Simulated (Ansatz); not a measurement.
System: BCl2 (charge 0, doublet). It need not be the lowest isomer of its formula. 
Coordinates optimised at B3LYP-D3(BJ)/def2-TZVP (Ansatz, a program for electronic structure):
```
B
Cl 1 1.7273
Cl 1 1.7273 2 125.68
```
Charge 0, spin multiplicity 2.

Atomisation energy built up term by term with Ansatz (kcal/mol; UHF references for open shells; valence terms freeze the core; atomic spin-orbit terms are left out). CBS(X,Y): correlation extrapolated as X^-3; Hartree-Fock from the larger set.

```tsv
term	basis	kcal/mol
Hartree-Fock	cc-pV(Q+d)Z	?
CCSD correlation	CBS(cc-pV(T+d)Z,cc-pV(Q+d)Z)	40.13
(T)	CBS(cc-pV(T+d)Z,cc-pV(Q+d)Z)	?
core correlation	cc-pwCVTZ	1.30
scalar relativity (X2C)	cc-pVTZ-DK against cc-pVTZ	-0.44
sum: De		?
```

Problem. Some entries are withheld; supply them.

Solution. 
- Hartree-Fock, kcal/mol: 156.34
- (T), kcal/mol: 6.61
- sum: De, kcal/mol: 203.9
